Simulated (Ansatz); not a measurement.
The input, for Ansatz 0.2.0:

```yaml
crystal:
  periodic: [false, false, false]
  atoms:
    - {symbol: B, position_ang: [0.000000, 0.000000, 0.000000]}
    - {symbol: H, position_ang: [0.000000, 0.000000, 1.262771]}
basis:
  gaussian: {orbitals: aug-cc-pVDZ}
total_charge: -1
magnetization: {spin_polarized: true, initial_magnetization: 1}
hamiltonian: {pseudopotentials: {relativity: none}}
correlation: {method: ccsdt, electrons: valence}
output: {forces: true}
```

```sh
$ ansatz run in.yaml --threads 1 --pin off --events-out ev --progress --plain --max-ram 2393MiB
```

Output:

```
503 factors; integrals over basis functions are off by at most 2.1e-7 eV
mean field evaluation 1: about -680.8975 eV, gradient 1.1e1 eV
mean field evaluation 2: about -680.8982 eV, gradient 1.1e1 eV
mean field evaluation 4: about -683.1974 eV, gradient 1.7e0 eV
mean field evaluation 8: about -683.3133 eV, gradient 1.7e-1 eV
mean field evaluation 16: about -683.3643 eV, gradient 4.2e-1 eV
mean field evaluation 32: about -683.3133 eV, gradient 1.7e-1 eV
mean field evaluation 64: about -683.3166 eV, gradient 1.6e-6 eV
mean field evaluation 96: about -681.9614 eV, gradient 6.4e-1 eV
mean field evaluation 128: about -683.3879 eV, gradient 1.1e-1 eV
mean field evaluation 160: about -682.4185 eV, gradient 3.8e0 eV
...
cycle  24  -2.83616342 eV  change   -3.5e-9 eV  update   3.3e-6
cycle  25  -2.83616280 eV  change    6.2e-7 eV  update   2.1e-6
cycle  26  -2.83616213 eV  change    6.7e-7 eV  update   1.7e-6
cycle  27  -2.83616204 eV  change    9.1e-8 eV  update   1.3e-6
cycle  28  -2.83616245 eV  change   -4.1e-7 eV  update   1.0e-6
cycle  29  -2.83616302 eV  change   -5.7e-7 eV  update   8.0e-7
cycle  30  -2.83616360 eV  change   -5.8e-7 eV  update   6.2e-7
cycle  31  -2.83616409 eV  change   -4.9e-7 eV  update   4.5e-7
cycle  32  -2.83616445 eV  change   -3.6e-7 eV  update   2.8e-7
cycle  33  -2.83616472 eV  change   -2.7e-7 eV  update   1.7e-7
the calculation of the forces begins
Total energy: -686.22392941 eV, -25.2182642664 hartree
Atom 0 at     0.000000     0.000000     0.000000 Å, force    -0.000002     0.000000    -0.202447 eV/Å
Atom 1 at     0.000000     0.000000     1.262771 Å, force     0.000002     0.000000     0.202447 eV/Å
Dipole moment:    -0.000185     0.000000     0.474785 e Å
```

Forces (eV/Å):
```
B    0.000  0.000 -0.202
H    0.000  0.000  0.202
```

Ran on 1 thread of Arm Neoverse V2, shared host: 15 s wall, 0.19 GiB peak host memory.
